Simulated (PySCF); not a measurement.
Isomers C4H5NO:

A. `c1c(C)con1`
B. SMILES O=CNC1=CC1
C. SMILES N#CCCC=O

Spectrum 1. 13C{1H} NMR (computed): δ 201.9 (CH), 123.7 (C), 44.1 (CH2), 10.8 (CH2).

Spectrum 2. 13C{1H} NMR (computed): δ 156.7 (CH), 121.6 (C), 77.5 (CH), 15.6 (CH2).

Spectrum 3. 13C{1H} NMR (computed): δ 159.5 (CH), 154.6 (CH), 118.4 (C), 8.6 (CH3).

- B3LYP/pcJ-1 coupling constants (spin–dipole term left out of most H,H and C,H couplings)
- PBE0/pcSseg-1 with gauge-including orbitals
- geometry: PBE0-D3(BJ)/def2-SVP
- program: PySCF 2.14
- non-relativistic, equivalent nuclei averaged, no solvent model, one conformer

Referencing at the same level of theory: TMS for 13C (σref 184.41). Acid and N–H amide carbonyl carbons lie up to 10 ppm further downfield in solution (hydrogen bonding). Shifts are as computed. Against solution values, carbons near 30 ppm lie about +2 ppm off and those near 130 ppm about +5 ppm. Of 1211 compounds with measured shifts, 218 miss one by over three times the rms of a fit or turn the order of signals round; such compounds aren't used in these exercises.

Question: Match each spectrum to its structure.

Answer: 1–C, 2–B, 3–A.

- Spectrum 1 (C): 4 13C signals; δC 201.9 is an aldehyde carbonyl carbon; δC 123.7 is a nitrile carbon.
- Spectrum 2 (B): 4 13C signals; δC 156.7 is an amide carbonyl carbon; δC 121.6 is an alkene carbon bearing nitrogen.
- Spectrum 3 (A): 4 13C signals; δC 154.6 is an aromatic CH next to a ring nitrogen; δC 8.6 is a methyl carbon on an aromatic ring.
